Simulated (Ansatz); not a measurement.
**PN (phosphorus nitride) at 6 levels**

Wanted: a comparison of 6 runs (BHLYP/STO-3G, SVWN5/STO-3G, UB3LYP/STO-3G, UPBE0/STO-3G, MP2/STO-3G, FCI/STO-3G) of PN (phosphorus nitride). 

The results are computed with Ansatz 0.2.0.

46 further runs of the same task are left out: 12 that didn't finish, 34 set aside as unsound or not needed.

## (1) Starting point

The species is PN (2 atoms), meant as a singlet with charge 0. As SMILES, `N#P`. The P2–N1 distance was set to 2.982 Å, away from the relaxed value.

## (2) The energy at BHLYP/STO-3G (run 1)

job.yaml

```yaml
crystal:
  periodic: [false, false, false]
  atoms:
    - {symbol: N, position_ang: [0.000000, 0.000000, -1.490834]}
    - {symbol: P, position_ang: [0.000000, 0.000000, 1.490866]}
basis:
  gaussian: {orbitals: STO-3G}
hamiltonian: {xc: {name: BHLYP}}
accuracy: high
```

The run is started by

```console
$ ansatz run job.yaml --threads 1 --pin off --max-ram 2610MiB --events-out events.jsonl --progress --plain --runs-dir runs
```

The log of the run:

```text
Warning: RAYON_NUM_THREADS=1 ignored (pool sized by the plan → 1); use --threads N
Functional definition: BHLYP
  name "BHLYP"
  parameter a = 0.5
  exchange = (1 - a)*b88_x + a*exact_x
  correlation = lyp_c
208 factors; integrals over basis functions are off by at most 7.8e-9 eV
mean field evaluation 1: about -10567.1470 eV, gradient 6.7e1 eV
mean field evaluation 2: about -10537.2736 eV, gradient 2.0e1 eV
mean field evaluation 4: about -10553.4038 eV, gradient 3.0e1 eV
mean field evaluation 8: about -10637.0470 eV, gradient 8.6e0 eV
mean field evaluation 16: about -10639.3352 eV, gradient 3.7e-4 eV
mean field evaluation 32: about -10636.4035 eV, gradient 1.7e1 eV
mean field -10639.33522541 eV, -390.9883579334 hartree, gradient 2.1e-8 eV, S^2 0.000000; 2 other end points of the search recorded, 0 dependent functions left out
reference -10639.33524007 eV, -390.9883584721 hartree; 11, 11 occupied and 3, 3 virtual orbitals, 208 factors
Total energy: -10639.33524007 eV, -390.9883584721 hartree
```

Run time: 0.43 s. Hardware: 1 thread of Intel Xeon 6975P-C (Granite Rapids), shared host.

## (3) A single-point energy at SVWN5/STO-3G (run 2)

input.yaml

```yaml
crystal:
  periodic: [false, false, false]
  atoms:
    - {symbol: N, position_ang: [0.000000, 0.000000, -1.490834]}
    - {symbol: P, position_ang: [0.000000, 0.000000, 1.490866]}
basis:
  gaussian:
    orbitals: STO-3G
hamiltonian:
  xc: {name: SVWN5}
accuracy: high
```

The run is started by

```console
$ ansatz run input.yaml --threads 1 --pin off --max-ram 2610MiB --events-out events.jsonl --progress --plain --runs-dir runs
```

The log of the run:

```text
Warning: RAYON_NUM_THREADS=1 ignored (pool sized by the plan → 1); use --threads N
Functional definition: SVWN5
  name "SVWN5"
  exchange = slater_x
  correlation = vwn5_c
208 factors; integrals over basis functions are off by at most 7.8e-9 eV
mean field evaluation 1: about -10516.2405 eV, gradient 6.8e1 eV
mean field evaluation 2: about -10487.7832 eV, gradient 2.0e1 eV
mean field evaluation 4: about -10502.7923 eV, gradient 3.4e1 eV
mean field evaluation 8: about -10594.3898 eV, gradient 3.4e-2 eV
mean field evaluation 16: about -10591.8718 eV, gradient 3.2e0 eV
mean field evaluation 32: about -10593.2422 eV, gradient 5.2e-4 eV
mean field evaluation 64: about -10594.0371 eV, gradient 3.4e0 eV
mean field -10594.37486712 eV, -389.3360952413 hartree, gradient 1.2e-8 eV, S^2 0.000000; 7 other end points of the search recorded, 0 dependent functions left out
reference -10594.37486830 eV, -389.3360952850 hartree; 11, 11 occupied and 3, 3 virtual orbitals, 208 factors
Total energy: -10594.37486830 eV, -389.3360952850 hartree
```

It took 0.36 s on 1 thread of Intel Xeon 6975P-C (Granite Rapids), shared host.

Runs 3 to 4 aren't shown in full; the table further down has their settings and results.

## (4) A single-point energy at MP2/STO-3G (run 5)

molecule.yaml

```yaml
crystal:
  periodic: [false, false, false]
  atoms:
    - {symbol: "N", position_ang: [0.000000, 0.000000, -1.490834]}
    - {symbol: P, position_ang: [0.000000, 0.000000, 1.490866]}
basis:
  gaussian: {orbitals: STO-3G}
correlation: {method: mp2, frozen_orbitals: {"N": 1, P: 5}}
accuracy: high
```

The run is started by

```console
$ ansatz run molecule.yaml --threads 1 --pin off --max-ram 2610MiB --events-out events.jsonl --progress --plain --runs-dir runs
```

The log of the run, shortened:

```text
Warning: RAYON_NUM_THREADS=1 ignored (pool sized by the plan → 1); use --threads N
Functional definition: HF
  name "HF"
[...]
208 factors; integrals over basis functions are off by at most 7.8e-9 eV
[...]
mean field -10616.88253280 eV, -390.1632366988 hartree, gradient 5.7e-8 eV, S^2 0.000000; 15 other end points of the search recorded, 0 dependent functions left out; unrestricted orbitals would lower it
[...]
unrestricted determinant -10624.62667173 eV, -390.4478285554 hartree, S^2 2.9653
6 core orbitals not correlated: weight in the atoms' cores, before any rotation towards them, 1.000 or more for the frozen orbitals, at most 0.000 for the correlated occupied ones
reference -10616.88253280 eV, -390.1632366988 hartree; 5, 5 occupied and 3, 3 virtual orbitals, 208 factors
second order -3.03864685 eV of doubles, -0.00000000 eV of singles
WARN: the method's energy lies above the unrestricted determinant's, so it is not that of the lowest state
Total energy: -10619.92117965 eV, -390.2749049110 hartree
```

Run time: 0.32 s. Hardware: 1 thread of Intel Xeon 6975P-C (Granite Rapids), shared host.

## (5) A single-point energy at FCI/STO-3G (run 6)

input.yaml

```yaml
crystal:
  periodic: [false, false, false]
  atoms:
    - {symbol: "N", position_ang: [0.000000, 0.000000, -1.490834]}
    - {symbol: P, position_ang: [0.000000, 0.000000, 1.490866]}
basis:
  gaussian:
    orbitals: STO-3G
correlation:
  method: fci
  frozen_orbitals: {"N": 1, P: 5}
total_charge: 0
accuracy: high
```

The run is started by

```console
$ ansatz run input.yaml --threads 1 --pin off --max-ram 2610MiB --events-out events.jsonl --progress --plain --runs-dir runs
```

The log of the run, shortened:

```text
Warning: RAYON_NUM_THREADS=1 ignored (pool sized by the plan → 1); use --threads N
[... 2 set-up lines as earlier in the session ...]
[...]
208 factors; integrals over basis functions are off by at most 7.8e-9 eV
[...]
mean field -10616.88253280 eV, -390.1632366988 hartree, gradient 5.7e-8 eV, S^2 0.000000; 15 other end points of the search recorded, 0 dependent functions left out; unrestricted orbitals would lower it
[...]
determinant -10616.88253280 eV, -390.1632366988 hartree, with singles and doubles -10621.35595955 eV, -390.3276320998 hartree
determinant -10615.02590740 eV, -390.0950069739 hartree, with singles and doubles -10620.80112227 eV, -390.3072422060 hartree
unrestricted determinant -10624.62667173 eV, -390.4478285554 hartree, S^2 2.9653
6 core orbitals not correlated: weight in the atoms' cores, before any rotation towards them, 1.000 or more for the frozen orbitals, at most 0.000 for the correlated occupied ones
reference -10616.88253280 eV, -390.1632366988 hartree; 5, 5 occupied and 3, 3 virtual orbitals, 208 factors
state -10628.51353504 eV, -390.5906681476 hartree
Total energy: -10628.51353504 eV, -390.5906681476 hartree
```

Wall time 0.34 s (1 thread of Intel Xeon 6975P-C (Granite Rapids), shared host).

## (6) The series

| run | level | frozen core orbitals | energy (Eh) | wall time |
| --- | --- | --- | --- | --- |
| 1 | BHLYP/STO-3G | – | -390.988358 | 0.43 s |
| 2 | SVWN5/STO-3G | – | -389.336095 | 0.36 s |
| 3 | UB3LYP/STO-3G | – | -391.254201 | 1.4 s |
| 4 | UPBE0/STO-3G | – | -391.086461 | 1.1 s |
| 5 | MP2/STO-3G | 6 | -390.274905 | 0.32 s |
| 6 | FCI/STO-3G | 6 | -390.590668 | 0.34 s |

## (7) Outcome

| quantity | value |
| --- | --- |
| run 6: total energy | -390.59067 Eh |
| run 6: correlation energy (6 core orbitals frozen) | -427.4 mEh |

Against full CI in this basis: MP2 +315.8 mEh. Totals of different functionals can't be ranked against each other. In run 5 the log says that unrestricted orbitals would lower the reference, so the values rest on an unstable closed-shell determinant (other closed-shell runs at this shape may share the fault). In runs 1, 2, 3, 4, 5, 6 the basis is minimal, so the values are rough. Spin contamination of the reference: run 4 ⟨S²⟩ = 2.90, run 3 ⟨S²⟩ = 2.86. Where it is this large, the reference is a mixture of spin states, and values that rest on it are in doubt. All runs together took 3.9 s, the longest 1.4 s.
